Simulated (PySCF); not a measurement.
## Shapes and spin states of AlN₂

Method: PySCF, PBE0, basis Al def2-TZVP, N def2-TZVP (no relativity, density fitting).

Relaxations began from a few typed shapes and spin states; open shells are unrestricted. The search is not exhaustive: other isomers or separated fragments can lie lower, and high-lying points may rest on an excited occupation.

(1) Order these stationary points by electronic energy, lowest first, in kJ/mol from the lowest minimum.
A. broken-symmetry Ms = 1/2 (⟨S²⟩ 1.75) C∞v: Al–N 1.739 Å, Al–N 1.869 Å; N–Al–N 180.0°
B. quartet D∞h: Al–N 1.795 Å (×2); N–Al–N 180.0°
C. quartet C∞v: Al–N 1.785 Å, N–N 1.137 Å; Al–N–N 180.0°
D. doublet C∞v: Al–N 1.982 Å, N–N 1.127 Å; Al–N–N 180.0°

(2) Which of them are minima?

## Answers

(1) D (0.0), C (180.7), B (527.2), A (541.7).

(2) By energy in kJ/mol, 0.0: minimum; 180.7: minimum; 527.2: minimum; 541.7: minimum.

For the lowest minimum: the spin densities have lower symmetry than the nuclear frame.

The electron or spin density has lower symmetry than the nuclear frame for the quartet D∞h at 527.2 kJ/mol, broken-symmetry Ms = 1/2 (⟨S²⟩ 1.75) C∞v at 541.7 kJ/mol.
